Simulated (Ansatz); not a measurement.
# [AlH3]− (SMILES [AlH3-]): UB2PLYP/3-21G

What is the energy change on altering one bond length of [AlH3]− at UB2PLYP/3-21G? 

The calculation is run with Ansatz 0.2.0.

**1. The system as given**

[AlH3]− has 4 atoms, charge -1, and is taken as a doublet. As SMILES, `[AlH3-]`. The shape comes from GFN2-xTB, which is rough for such elements, and wasn't checked as a minimum.

Bond lengths: Al1–H2 1.684 Å, Al1–H3 1.685 Å, Al1–H4 1.685 Å. Angles: H2–Al1–H3 101.1°, H2–Al1–H4 101.1°, H3–Al1–H4 101.1°.

**2. The energy at UB2PLYP/3-21G**

The input, run.yaml:

```yaml
crystal:
  periodic: [false, false, false]
  atoms:
    - {symbol: Al, position_ang: [-0.161060, 0.455350, -0.307260]}
    - {symbol: H, position_ang: [0.471920, 0.754070, 1.224440]}
    - {symbol: H, position_ang: [-1.350110, -0.683860, 0.050500]}
    - {symbol: H, position_ang: [1.039250, -0.525560, -0.967690]}
basis:
  gaussian: {orbitals: 3-21G.json}
total_charge: -1
magnetization: {spin_polarized: true, initial_magnetization: 1}
hamiltonian: {xc: {name: B2PLYP}}
correlation: {frozen_orbitals: {Al: 5, H: 0}}
accuracy: high
```

The basis set 3-21G is read from a file made from the Basis Set Exchange's data (not shown).

Run with:

```bash
ansatz run run.yaml --threads 1 --pin off --max-ram 2610MiB --events-out events.jsonl --progress --plain --runs-dir runs
```

Standard output:

```text
Warning: RAYON_NUM_THREADS=1 ignored (pool sized by the plan → 1); use --threads N
Functional definition: B2PLYP
  name "B2PLYP"
  parameter a = 0.53
  parameter c = 0.27
  exchange = (1 - a)*b88_x + a*exact_x
  correlation = (1 - c)*lyp_c + c*(mp2_os + mp2_ss)
371 factors; integrals over basis functions are off by at most 3.3e-9 eV
mean field evaluation 1: about -6603.2854 eV, gradient 4.3e0 eV
mean field evaluation 2: about -6603.2864 eV, gradient 4.3e0 eV
mean field evaluation 4: about -6603.5458 eV, gradient 4.0e-1 eV
mean field evaluation 8: about -6603.5508 eV, gradient 4.3e-3 eV
mean field evaluation 16: about -6603.5508 eV, gradient 1.0e-6 eV
mean field -6603.55078069 eV, -242.6760151428 hartree, gradient 7.7e-8 eV, S^2 0.750565; 0 other end points of the search recorded, 0 dependent functions left out
5 core orbitals not correlated: weight in the atoms' cores, before any rotation towards them, 1.000 or more for the frozen orbitals, at most 0.000 for the correlated occupied ones
reference -6603.55080178 eV, -242.6760159180 hartree; 4, 3 occupied and 10, 11 virtual orbitals, 371 factors
second order -1.56753727 eV of doubles, -0.00000000 eV of singles
Total energy: -6603.97403685 eV, -242.6915695197 hartree
```

Wall time 1.2 s (1 thread of Arm Neoverse V2, shared host); peak memory 0.11 GiB.

**3. The distorted shape, same level**

The input, run.yaml:

```yaml
crystal:
  periodic: [false, false, false]
  atoms:
    - {symbol: Al, position_ang: [-0.319322, 0.380662, -0.690227]}
    - {symbol: H, position_ang: [0.471920, 0.754070, 1.224440]}
    - {symbol: H, position_ang: [-1.508372, -0.758548, -0.332467]}
    - {symbol: H, position_ang: [0.880988, -0.600248, -1.350657]}
basis:
  gaussian: {orbitals: 3-21G.json}
total_charge: -1
magnetization: {spin_polarized: true, initial_magnetization: 1}
hamiltonian: {xc: {name: B2PLYP}}
correlation: {frozen_orbitals: {Al: 5, H: 0}}
accuracy: high
```

The basis set 3-21G is read from a file made from the Basis Set Exchange's data (not shown).

Run with:

```bash
ansatz run run.yaml --threads 1 --pin off --max-ram 2610MiB --events-out events.jsonl --progress --plain --runs-dir runs
```

Standard output, cut to the lines that bear on the results:

```text
Warning: RAYON_NUM_THREADS=1 ignored (pool sized by the plan → 1); use --threads N
[... 2 set-up lines as earlier in the session ...]
[...]
370 factors; integrals over basis functions are off by at most 3.3e-9 eV
[...]
mean field -6602.99544363 eV, -242.6556068823 hartree, gradient 2.3e-8 eV, S^2 0.750546; 0 other end points of the search recorded, 0 dependent functions left out
5 core orbitals not correlated: weight in the atoms' cores, before any rotation towards them, 1.000 or more for the frozen orbitals, at most 0.000 for the correlated occupied ones
reference -6602.99546481 eV, -242.6556076608 hartree; 4, 3 occupied and 10, 11 virtual orbitals, 370 factors
second order -1.64791949 eV of doubles, -0.00000000 eV of singles
Total energy: -6603.44040308 eV, -242.6719588404 hartree
```

Wall time 1.3 s (1 thread of Arm Neoverse V2, shared host); peak memory 0.11 GiB.

**4. What came out**

Level: UB2PLYP/3-21G, 5 core orbitals frozen.

```
                                                          quantity          value
                                         first shape: total energy  -242.69157 Eh
                                                 first shape: ⟨S²⟩          0.751
                                     distorted shape: total energy  -242.67196 Eh
                                             distorted shape: ⟨S²⟩          0.751
energy change with the Al1–H2 bond stretched from 1.684 to 2.105 Å       0.534 eV
```

**Reading.** With the Al1–H2 bond stretched from 1.684 to 2.105 Å the energy rises by 0.53 eV (51.5 kJ/mol). The first shape isn't relaxed at this level, so the change isn't measured from a minimum.
